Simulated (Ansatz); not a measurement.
Elastic constant C12 of some elemental metals

Method: HSE06 (PAW; Ansatz, a quantum-chemistry and plane-wave program). References are measured values at low temperature. The table is a random draw of 8 from 10 solids with such references.

Values in GPa.

```
solid   reference  HSE06  error (%)
------  ---------  -----  ---------
fcc Au       170¶    139      -18.2
hcp Y       29.1¶   27.6       -5.2
bcc W        205¶    214       +4.4
bcc Mo       160¶    181      +13.1
fcc Ag       97.3   78.6      -19.2
fcc Cu       125¶    112      -10.4
fcc Pt        254    251       -1.2
hcp Ti         87   86.4       -0.7
```

Over these 8 solids the mean error is -4.7 %, the mean absolute error 9.0 % (median 7.8 %), and the worst case fcc Ag at -19.2 %; the value is too low in 6 of 8 cases. Over all 10, from unrounded values, the mean error is -3.2 % and the mean absolute error 7.6 % (median 4.8 %). Caveats on values not shown: hybrids on metals are sensitive to the k mesh (2); shear constants of such metals converge slowly with the k mesh (1).

All these references are low-temperature values that still hold zero-point motion.

Spin–orbit coupling is left out, also for the solids with elements from indium on (fcc Au, bcc W, fcc Pt); its size isn't shown.

¶ marks references of a special kind: fcc Au, 170 GPa (measured, 0 K, extrapolated to 0 K; zero-point effects included; as tabulated in Malica and Corso (2021), arXiv:2109.00459); hcp Y, 29.1 ± 0.3 GPa (measured, 0 K, extrapolated to 0 K; as tabulated in Elastic Constants of Yttrium Single Crystals in the Temperature Range 4.2-400 K); bcc W, 205 GPa (measured, 0 K, extrapolated to 0 K; zero-point effects included; as tabulated in Wang et al. (2022), arXiv:2209.12322); bcc Mo, 160 GPa (measured, 0 K, 300 K values taken to 0 K by the source's computed thermal shift; zero-point effects included; as tabulated in Gong and Corso (2024), arXiv:2406.16634); fcc Cu, 125 GPa (measured, 0 K, extrapolated to 0 K; zero-point effects included; as tabulated in Malica and Corso (2021), arXiv:2109.00459).

Exact exchange on metals is sensitive to the k mesh.

Differences are worked out from the printed values.

Each level is taken at its own relaxed cell. Caveats: hybrids on metals are sensitive to the k mesh (fcc Au, hcp Y, bcc W, bcc Mo, fcc Ag, fcc Cu and 2 more); shear constants of such metals converge slowly with the k mesh (bcc W, bcc Mo). Ansatz's density-functional and Hartree–Fock values are scalar-relativistic unless marked +SOC, with PAW data made under PBE.

Ansatz's runs of these crystals have no spin polarisation. Meta-GGAs and exact exchange favour moments, which can bear on hcp Y, fcc Pt, hcp Ti.

Not in this set, of the elemental metals with a reference value in our tables and a result at some level: 12 for a reference at room or unstated temperature; 10 for no value at HSE06 (not run, a failed fit, an unstable or unbound cell, or a value held back for tests); 1 for sources at odds; 1 for a doubt noted on the run at HSE06. These can be a level's best or worst cases. Solids without a released value at any level aren't counted. L1₀ solids are left out, as their cells have other axes than the references. Layered and molecular crystals are counted apart. The metals Ce to Yb are counted apart.

References as tabulated in Malica and Corso (2021), arXiv:2109.00459; Li et al. (2021), arXiv:2102.01972; Elastic Constants of Yttrium Single Crystals in the Temperature Range 4.2-400 K; Wang et al. (2022), arXiv:2209.12322 and others.
